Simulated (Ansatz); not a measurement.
**Worked example: correlation energy of HF, singlet**

Geometry: MP2(full)/6-31G*, from the G2/97 set.

```yaml
atoms:
  - { symbol: F, position_ang: [0.0000, 0.0000, 0.0000] }
  - { symbol: H, position_ang: [0.0000, 0.0000, 0.9339] }
```

Basis STO-3G; Ansatz 0.2.0. Correlated methods freeze the noble-gas cores, which leaves 8 electrons in 5 orbitals. Prefix R: restricted or restricted open-shell reference.

Full CI is exact within this basis and frozen core; it isn't the basis-set limit.

Runs differ by some tens of microhartree through their thresholds, so steps under 0.03 kcal/mol mean nothing.

| level | total energy (hartree) |
| --- | --- |
| RHF | -98.572218 |
| RMP2 | -98.590278 |
| RCCSD | -98.599352 |
| RCCSD(T) | -98.599352 |
| RCCSDT | -98.599352 |
| RCCSDT(Q) | -98.599352 |
| RCCSDTQ | -98.599352 |
| full CI | -98.599352 |

Task: What is the correlation energy at full CI, and what share of it do RMP2 and RCCSD recover?

Result: E(corr) = -98.599352 − (-98.572218) = -0.027134 hartree = -0.738 eV. RMP2: -0.018060 / -0.027134 = 66.56 %. RCCSD: -0.027134 / -0.027134 = 100.00 %.

Task: By how many kcal/mol does RCCSD(T) miss full CI (1 hartree = 627.509 kcal/mol), and which steps make up the rest?

Result: -98.599352 − (-98.599352) = 0.000000 hartree = 0.00 kcal/mol. Steps: RCCSDT − RCCSD(T) = 0.00, RCCSDT(Q) − RCCSDT = 0.00, RCCSDTQ − RCCSDT(Q) = 0.00, full CI − RCCSDTQ = 0.00 kcal/mol. That is within 1 kcal/mol of the reference in this basis, which itself misses far more of the correlation at the basis-set limit.
